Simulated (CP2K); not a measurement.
**PH (SMILES [PH]): a chain of runs**

Wanted: a series of 8 runs (UPBE/TZVP-MOLOPT-PBE-GTH, PBE/TZVP-MOLOPT-PBE-GTH) of HP. The setting varied is the cutoff. 

The results are computed with CP2K 2026.2.

8 further runs of the same task are left out: 4 that didn't finish, 4 set aside as unsound or not needed.

## (1) The molecule

PH: 2 atoms, total charge 0, spin state triplet. SMILES: `[PH]`. The coordinates come from a PBE0-D4/def2-TZVP relaxation.

Bond lengths: P1–H2 1.428 Å.

## (2) Energy and forces at UPBE/TZVP-MOLOPT-PBE-GTH (core potential) (run 1)

molecule.inp

```
&GLOBAL
    PROJECT_NAME molecule
    RUN_TYPE ENERGY_FORCE
    PRINT_LEVEL MEDIUM
&END GLOBAL

&FORCE_EVAL
    METHOD QUICKSTEP
    &DFT
        BASIS_SET_FILE_NAME BASIS_MOLOPT_UZH
        POTENTIAL_FILE_NAME POTENTIAL_UZH
        MULTIPLICITY 3
        SPIN_POLARIZED T
        ! Quickstep
        &QS
            METHOD GPW
            EPS_DEFAULT 1.0E-10
        &END QS
        ! plane-wave cutoff in Ry
        &MGRID
            CUTOFF 350
            REL_CUTOFF 50
            NGRIDS 4
        &END MGRID
        ! isolated system
        &POISSON
            PERIODIC NONE
            POISSON_SOLVER MULTIPOLE
        &END POISSON
        &SCF
            SCF_GUESS ATOMIC
            EPS_SCF 1.0E-06
            MAX_SCF 30
            &OT
                MINIMIZER DIIS
                PRECONDITIONER FULL_ALL
            &END OT
            &OUTER_SCF
                EPS_SCF 1.0E-06
                MAX_SCF 8
            &END OUTER_SCF
        &END SCF
        ! exchange and correlation
        &XC
            &XC_FUNCTIONAL PBE
            &END XC_FUNCTIONAL
        &END XC
        &PRINT
            &MOMENTS
                PERIODIC F
                REFERENCE COM
                MAX_MOMENT 1
            &END MOMENTS
            &MO_CUBES
                NLUMO 5
                NHOMO -1
                WRITE_CUBE F
            &END MO_CUBES
            &HIRSHFELD OFF
            &END HIRSHFELD
        &END PRINT
    &END DFT
    ! structure
    &SUBSYS
        &CELL
            ABC 7 7 8.4
            PERIODIC NONE
        &END CELL
        &COORD
            P      3.500000     3.500000     3.485855
            H      3.500000     3.500000     4.914145
        &END COORD
        &KIND P
            BASIS_SET TZVP-MOLOPT-PBE-GTH-q5
            POTENTIAL GTH-PBE-q5
        &END KIND
        &KIND H
            BASIS_SET TZVP-MOLOPT-PBE-GTH-q1
            POTENTIAL GTH-PBE-q1
        &END KIND
    &END SUBSYS
    &PRINT
        &FORCES ON
        &END FORCES
    &END PRINT
&END FORCE_EVAL
```

Launch:

```
OMP_NUM_THREADS=2 cp2k.psmp molecule.inp > molecule.out
```

Standard output:

```text
CP2K| version string:                                       CP2K version 2026.2
[...]
 GLOBAL| Method name                                                        CP2K
[...]
 GLOBAL| Run type                                                   ENERGY_FORCE
[...]
 DFT| Spin unrestricted (spin-polarized) Kohn-Sham calculation               UKS
 DFT| Multiplicity                                                             3
[...]
 DFT| Charge                                                                   0
[...]
 FUNCTIONAL| PBE:
 QS| Method:                                                                 GPW
[...]
 QS| Density cutoff [a.u.]:                                                175.0
[...]
 QS| Relative density cutoff [a.u.]:                                        25.0
[...]
                             - Atoms:                                          2
[...]
                             - Spherical basis functions:                     23
[...]
 Number of electrons:                                                          4
[...]
     1 OT DIIS     0.15E+00    0.3     0.14012497        -6.4675616620 -6.47E+00
[...]
     3 OT DIIS     0.15E+00    0.3     0.00000065        -7.0823259571 -5.88E-10
  *** SCF run converged in     3 steps ***
[...]
  Overlap energy of the core charge distribution:               0.00000002394551
  Self energy of the core charge distribution:                -17.80233206536082
  Core Hamiltonian energy:                                      3.94087866631609
  Hartree energy:                                               8.72069432824403
  Exchange-correlation energy:                                 -1.94156691024934
  Total energy:                                                -7.08232595710453
[...]
                     Mulliken Population Analysis
 #  Atom  Element  Kind  Atomic population (alpha,beta) Net charge  Spin moment
       1     P        1         3.512181     1.473772     0.014047     2.038409
       2     H        2         0.487819     0.526228    -0.014047    -0.038409
 # Total charge and spin        4.000000     2.000000     0.000000     2.000000
[...]
 HOMO - LUMO gap [eV] :    4.071390
[...]
 ENERGY| Total FORCE_EVAL ( QS ) energy [hartree]             -7.082325957119130
 FORCES| Atomic forces [hartree/bohr]
 FORCES|   Atom     x               y               z               |f|
 FORCES|      1  2.00307661E-07  1.03351165E-07 -3.14273135E-03   3.14273136E-03
 FORCES|      2 -2.00316329E-07 -1.03354661E-07  3.14181158E-03   3.14181158E-03
 FORCES| Sum    -8.66785629E-12 -3.49650379E-12 -9.19775814E-07
 FORCES| Total atomic force                                       9.19775814E-07
[...]
```

Wall time 11 s (2 threads of Arm Neoverse V2, shared host); peak memory 0.44 GiB.

## (3) The singlet: energy and gradient at PBE/TZVP-MOLOPT-PBE-GTH (core potential) (run 2)

molecule.inp

```
&GLOBAL
   PROJECT_NAME molecule
   RUN_TYPE ENERGY_FORCE
   PRINT_LEVEL MEDIUM
&END GLOBAL

&FORCE_EVAL
   METHOD QUICKSTEP
   &DFT
      BASIS_SET_FILE_NAME BASIS_MOLOPT_UZH
      POTENTIAL_FILE_NAME POTENTIAL_UZH
      &QS
         METHOD GPW
         EPS_DEFAULT 1.0E-10
      &END QS
      &MGRID
         CUTOFF 350
         REL_CUTOFF 50
         NGRIDS 4
      &END MGRID
      ! isolated system
      &POISSON
         PERIODIC NONE
         POISSON_SOLVER MULTIPOLE
      &END POISSON
      &SCF
         SCF_GUESS ATOMIC
         EPS_SCF 1.0E-06
         MAX_SCF 150
         ADDED_MOS 5
         &DIAGONALIZATION
            ALGORITHM STANDARD
         &END DIAGONALIZATION
         &MIXING
            METHOD DIRECT_P_MIXING
            ALPHA 0.4
         &END MIXING
      &END SCF
      &XC
         &XC_FUNCTIONAL PBE
         &END XC_FUNCTIONAL
      &END XC
      ! extra output
      &PRINT
         &MOMENTS
            PERIODIC F
            REFERENCE COM
            MAX_MOMENT 1
         &END MOMENTS
         &MO ON
            ENERGIES T
            OCCUPATION_NUMBERS T
            NDIGITS 6
            &EACH
               QS_SCF 0
            &END EACH
            ADD_LAST NUMERIC
         &END MO
         &HIRSHFELD OFF
         &END HIRSHFELD
      &END PRINT
   &END DFT
   ! structure
   &SUBSYS
      &CELL
         ABC 7 7 8.4
         PERIODIC NONE
      &END CELL
      &COORD
         P      3.500000     3.500000     3.485855
         H      3.500000     3.500000     4.914145
      &END COORD
      &KIND P
         BASIS_SET TZVP-MOLOPT-PBE-GTH-q5
         POTENTIAL GTH-PBE-q5
      &END KIND
      &KIND H
         BASIS_SET TZVP-MOLOPT-PBE-GTH-q1
         POTENTIAL GTH-PBE-q1
      &END KIND
   &END SUBSYS
   &PRINT
      &FORCES ON
      &END FORCES
   &END PRINT
&END FORCE_EVAL
```

Launch:

```
OMP_NUM_THREADS=2 cp2k.psmp molecule.inp > molecule.out
```

Standard output:

```text
CP2K| version string:                                       CP2K version 2026.2
 CP2K| Input file name                                              molecule.inp

[... 183 lines left out ...]
  Step     Update method      Time    Convergence         Total energy    Change
[... 22 lines left out ...]
  Core Hamiltonian energy:                                      3.91413381473058
  Hartree energy:                                               8.74008726156004
  Exchange-correlation energy:                                 -1.89128812633428
[... 1 line left out ...]
  Total energy:                                                -7.03939909145896

 *******************************************************************************
 *   ___                                                                       *
 *  /   \                                                                      *
 * [ABORT]                                                                     *
 *  \___/     SCF run NOT converged. To continue the calculation regardless,   *
 *    |             please set the keyword IGNORE_CONVERGENCE_FAILURE.         *
 *  O/|                                                                        *
 * /| |                                                                        *
 * / \                                                            qs_scf.F:702 *
 *******************************************************************************

 ===== Routine Calling Stack =====

            4 scf_env_do_scf
            3 qs_energies
            2 qs_forces
            1 CP2K

Program received signal SIGABRT: Process abort signal.
```

Wall time 27 s (2 threads of Arm Neoverse V2, shared host); peak memory 0.37 GiB.

The iterations ended before the threshold was met.

Runs 3 to 6 aren't shown in full; the table further down has their settings and results.

## (4) Energy and forces at UPBE/TZVP-MOLOPT-PBE-GTH (core potential) (run 7)

run.inp

```
&GLOBAL
   PROJECT_NAME run
   RUN_TYPE ENERGY_FORCE
   PRINT_LEVEL MEDIUM
&END GLOBAL
&FORCE_EVAL
   METHOD QUICKSTEP
   &DFT
      BASIS_SET_FILE_NAME BASIS_MOLOPT_UZH
      POTENTIAL_FILE_NAME POTENTIAL_UZH
      MULTIPLICITY 3
      UKS T
      # Quickstep
      &QS
         METHOD GPW
         EPS_DEFAULT 1.0E-10
      &END QS
      &MGRID
         CUTOFF 800
         REL_CUTOFF 50
         NGRIDS 4
      &END MGRID
      &POISSON
         PERIODIC NONE
         POISSON_SOLVER MULTIPOLE
      &END POISSON
      # self-consistent field
      &SCF
         SCF_GUESS ATOMIC
         EPS_SCF 1.0E-06
         MAX_SCF 30
         &OT
            MINIMIZER DIIS
            PRECONDITIONER FULL_ALL
         &END OT
         &OUTER_SCF
            EPS_SCF 1.0E-06
            MAX_SCF 8
         &END OUTER_SCF
      &END SCF
      # functional
      &XC
         &XC_FUNCTIONAL PBE
         &END XC_FUNCTIONAL
      &END XC
      # extra output
      &PRINT
         &MOMENTS
            PERIODIC F
            REFERENCE COM
            MAX_MOMENT 1
         &END MOMENTS
         &MO_CUBES
            NLUMO 5
            NHOMO -1
            WRITE_CUBE F
         &END MO_CUBES
         &HIRSHFELD OFF
         &END HIRSHFELD
      &END PRINT
   &END DFT
   &SUBSYS
      &CELL
         ABC 7 7 8.4
         PERIODIC NONE
      &END CELL
      &COORD
         P      3.500000     3.500000     3.485855
         H      3.500000     3.500000     4.914145
      &END COORD
      &KIND P
         BASIS_SET TZVP-MOLOPT-PBE-GTH-q5
         POTENTIAL GTH-PBE-q5
      &END KIND
      &KIND H
         BASIS_SET TZVP-MOLOPT-PBE-GTH-q1
         POTENTIAL GTH-PBE-q1
      &END KIND
   &END SUBSYS
   &PRINT
      &FORCES ON
      &END FORCES
   &END PRINT
&END FORCE_EVAL
```

Launch:

```
OMP_NUM_THREADS=2 cp2k.psmp -i run.inp -o run.out
```

Standard output:

```text
CP2K| version string:                                       CP2K version 2026.2
[...]
 GLOBAL| Method name                                                        CP2K
[...]
 GLOBAL| Run type                                                   ENERGY_FORCE
[...]
 DFT| Spin unrestricted (spin-polarized) Kohn-Sham calculation               UKS
 DFT| Multiplicity                                                             3
[...]
 DFT| Charge                                                                   0
[...]
 FUNCTIONAL| PBE:
 QS| Method:                                                                 GPW
[...]
 QS| Density cutoff [a.u.]:                                                400.0
[...]
 QS| Relative density cutoff [a.u.]:                                        25.0
[...]
                             - Atoms:                                          2
[...]
                             - Spherical basis functions:                     23
[...]
 Number of electrons:                                                          4
[...]
     1 OT DIIS     0.15E+00    1.2     0.14011814        -6.4675588838 -6.47E+00
[...]
     3 OT DIIS     0.15E+00    1.5     0.00000071        -7.0823259439 -6.32E-10
  *** SCF run converged in     3 steps ***
[...]
  Overlap energy of the core charge distribution:               0.00000002394551
  Self energy of the core charge distribution:                -17.80233206536082
  Core Hamiltonian energy:                                      3.94087791980255
  Hartree energy:                                               8.72069503445821
  Exchange-correlation energy:                                 -1.94156685676225
  Total energy:                                                -7.08232594391680
[...]
                     Mulliken Population Analysis
 #  Atom  Element  Kind  Atomic population (alpha,beta) Net charge  Spin moment
       1     P        1         3.512180     1.473771     0.014049     2.038409
       2     H        2         0.487820     0.526229    -0.014049    -0.038409
 # Total charge and spin        4.000000     2.000000     0.000000     2.000000
[...]
 HOMO - LUMO gap [eV] :    4.071365
[...]
 ENERGY| Total FORCE_EVAL ( QS ) energy [hartree]             -7.082325943934251
 FORCES| Atomic forces [hartree/bohr]
 FORCES|   Atom     x               y               z               |f|
 FORCES|      1  2.11750840E-07  1.19839014E-07 -3.14177163E-03   3.14177164E-03
 FORCES|      2 -2.11751594E-07 -1.19839469E-07  3.14165546E-03   3.14165547E-03
 FORCES| Sum    -7.54050218E-13 -4.54140198E-13 -1.16162249E-07
 FORCES| Total atomic force                                       1.16162249E-07
[...]
```

It took 53 s on 2 threads of Arm Neoverse V2, shared host; peak memory 1.1 GiB.

## (5) The singlet: energy and forces at PBE/TZVP-MOLOPT-PBE-GTH (core potential) (run 8)

gas.inp

```
&GLOBAL
   PROJECT_NAME gas
   RUN_TYPE ENERGY_FORCE
   PRINT_LEVEL MEDIUM
&END GLOBAL

&FORCE_EVAL
   METHOD Quickstep
   &DFT
      BASIS_SET_FILE_NAME BASIS_MOLOPT_UZH
      POTENTIAL_FILE_NAME POTENTIAL_UZH
      &QS
         METHOD GPW
         EPS_DEFAULT 1.0E-10
      &END QS
      &MGRID
         CUTOFF 800
         REL_CUTOFF 50
         NGRIDS 4
      &END MGRID
      &POISSON
         PERIODIC NONE
         POISSON_SOLVER MULTIPOLE
      &END POISSON
      &SCF
         SCF_GUESS ATOMIC
         EPS_SCF 1.0E-06
         MAX_SCF 150
         ADDED_MOS 5
         &DIAGONALIZATION
            ALGORITHM STANDARD
         &END DIAGONALIZATION
         &MIXING
            METHOD DIRECT_P_MIXING
            ALPHA 0.4
         &END MIXING
      &END SCF
      &XC
         &XC_FUNCTIONAL PBE
         &END XC_FUNCTIONAL
      &END XC
      &PRINT
         &MOMENTS
            PERIODIC F
            REFERENCE COM
            MAX_MOMENT 1
         &END MOMENTS
         &MO ON
            ENERGIES T
            OCCUPATION_NUMBERS T
            NDIGITS 6
            &EACH
               QS_SCF 0
            &END EACH
            ADD_LAST NUMERIC
         &END MO
         &HIRSHFELD OFF
         &END HIRSHFELD
      &END PRINT
   &END DFT
   &SUBSYS
      &CELL
         ABC 7 7 8.4
         PERIODIC NONE
      &END CELL
      &COORD
         P      3.500000     3.500000     3.485855
         H      3.500000     3.500000     4.914145
      &END COORD
      &KIND P
         BASIS_SET TZVP-MOLOPT-PBE-GTH-q5
         POTENTIAL GTH-PBE-q5
      &END KIND
      &KIND H
         BASIS_SET TZVP-MOLOPT-PBE-GTH-q1
         POTENTIAL GTH-PBE-q1
      &END KIND
   &END SUBSYS
   &PRINT
      &FORCES ON
      &END FORCES
   &END PRINT
&END FORCE_EVAL
```

Launch:

```
OMP_NUM_THREADS=2 cp2k.psmp -i gas.inp > gas.out 2>&1
```

Standard output:

```text
CP2K| version string:                                       CP2K version 2026.2
 CP2K| Input file name                                                   gas.inp

[... 183 lines left out ...]
  Step     Update method      Time    Convergence         Total energy    Change
[... 22 lines left out ...]
  Core Hamiltonian energy:                                      3.91413353022458
  Hartree energy:                                               8.74008746042391
  Exchange-correlation energy:                                 -1.89128809400295
[... 1 line left out ...]
  Total energy:                                                -7.03939914476977

 *******************************************************************************
 *   ___                                                                       *
 *  /   \                                                                      *
 * [ABORT]                                                                     *
 *  \___/     SCF run NOT converged. To continue the calculation regardless,   *
 *    |             please set the keyword IGNORE_CONVERGENCE_FAILURE.         *
 *  O/|                                                                        *
 * /| |                                                                        *
 * / \                                                            qs_scf.F:702 *
 *******************************************************************************

 ===== Routine Calling Stack =====

            4 scf_env_do_scf
            3 qs_energies
            2 qs_forces
            1 CP2K

Program received signal SIGABRT: Process abort signal.
```

It took 2.2 min on 2 threads of Arm Neoverse V2, shared host; peak memory 0.89 GiB.

No converged result was reached.

## (6) All runs side by side

```csv
run,level,cutoff,iteration cap,partner,energy (Eh),wall time
1,UPBE/TZVP-MOLOPT-PBE-GTH (core potential),350,30,base,-7.082326,11 s
2,PBE/TZVP-MOLOPT-PBE-GTH (core potential),350,150,other spin,not converged,27 s
3,UPBE/TZVP-MOLOPT-PBE-GTH (core potential),450,30,base,-7.082326,16 s
4,PBE/TZVP-MOLOPT-PBE-GTH (core potential),450,150,other spin,not converged,40 s
5,UPBE/TZVP-MOLOPT-PBE-GTH (core potential),600,30,base,-7.082326,37 s
6,PBE/TZVP-MOLOPT-PBE-GTH (core potential),600,150,other spin,not converged,92 s
7,UPBE/TZVP-MOLOPT-PBE-GTH (core potential),800,30,base,-7.082326,53 s
8,PBE/TZVP-MOLOPT-PBE-GTH (core potential),800,150,other spin,not converged,2.2 min
```

Convergence of the total energy of triplet PH with the cutoff, against the last point:

```csv
cutoff,from the last (mEh),wall time
350 Ry,-0.000,11 s
450 Ry,-0.000,16 s
600 Ry,+0.000,37 s
800 Ry,+0.000,53 s
```

Convergence of the dipole moment of triplet PH with the cutoff, against the last point:

```csv
cutoff,from the last (D),wall time
350 Ry,+0.0000,11 s
450 Ry,+0.0000,16 s
600 Ry,-0.0000,37 s
800 Ry,+0.0000,53 s
```

## (7) What came out

```
                                                           quantity        value
                      run 7, UPBE/TZVP-MOLOPT-PBE-GTH: total energy  -7.08233 Eh
                     run 7, UPBE/TZVP-MOLOPT-PBE-GTH: dipole moment       0.57 D
run 7, UPBE/TZVP-MOLOPT-PBE-GTH: HOMO energy (highest over α and β)     -6.09 eV
 run 7, UPBE/TZVP-MOLOPT-PBE-GTH: LUMO energy (lowest over α and β)     -3.75 eV
                              run 7, UPBE/TZVP-MOLOPT-PBE-GTH: ⟨S²⟩        2.007
          run 7, UPBE/TZVP-MOLOPT-PBE-GTH: largest force on an atom   0.162 eV/Å
```

In words: The total energy agrees within 0.001 eV over the runs. All runs together took 6.8 min, the longest 2.2 min. 4 of the 8 runs did not end normally.
